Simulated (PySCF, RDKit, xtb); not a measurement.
# Which structure has the formula SiN2H4?

Only the formula SiN2H4 is given. Aim: find the structure of lowest free energy at 298.15 K, then its properties.

Plan: many cheap relaxations first (GFN2-xTB), then density-functional screening, relaxation at PBE0-D4/def2-SVP, vibrations (at GFN2-xTB) and a final energy. The numbers are computed, not measured.

2 further runs of the same task are left out: 2 set aside as unsound or not needed.

## (1) Candidates

A program enumerates the bonding patterns with one Lewis structure each (two rings at most, one unusual centre or charged pair), with their diastereomers. O–O, O–halogen and N–halogen bonds and N–N–N chains are not drawn. That gives 14 candidates.

| label | SMILES | spin |
| --- | --- | --- |
| c047 | NN=[SiH2] | singlet |
| c059 | [N-]=[NH+][SiH3] | singlet |
| c078 | [N-]1[NH2+][SiH2]1 | singlet |
| c082 | N#[SiH-][NH3+] | singlet |
| c134 | N[Si]N | triplet |
| c281 | NN[SiH] | triplet |
| c298 | N=[SiH]N | singlet |
| c355 | N=N[SiH3] | singlet |
| c419 | N[Si]N | singlet |
| c481 | N1N[SiH2]1 | singlet |
| c681 | [NH-][NH+]=[SiH2] | singlet |
| c711 | N1[NH2+][SiH-]1 | singlet |
| c957 | N=[Si-][NH3+] | singlet |
| c964 | NN[SiH] | singlet |

Candidates are built by distance geometry, with a force field where one applies, in up to four conformers (letters a to d). 16 starts with atoms placed at random are added, to find patterns that the rules miss.

**Question.** With final energies at CCSD(T)/def2-TZVP, which structure will this search put lowest in free energy, and by what margin?

| quantity | value |
| --- | --- |
| lowest structure found | N[Si]N, singlet |
| next finalist | N=[SiH]N, singlet, 16.3 kcal/mol higher in G |
| share at equilibrium, among the finalists | 100.0 % |
| lowest excitation (TD-PBE0/def2-SVPD) | 5.25 eV (f = 0.097) |
| strongest of the states computed, same level | 6.39 eV (f = 0.377) |
| lowest triplet excitation, same level, Tamm-Dancoff | 3.19 eV |

The search ends on `N[Si]N`. The margin of 16.3 kcal/mol over the next finalist is beyond the usual error of the last level; it says nothing of structures that weren't ranked. HF/STO-3G, r2SCAN-D4/def2-SVP, PBE0-D4/def2-SVP, HF/def2-TZVP and MP2/def2-TZVP already put its bonding pattern lowest among the structures in one piece; GFN2-xTB favours the singlet N=[SiH]N. The search is not exhaustive (a finite list of starts, one conformer a finalist), so a lower isomer can't be ruled out. Patterns outside the rules of the enumeration were met only by chance.
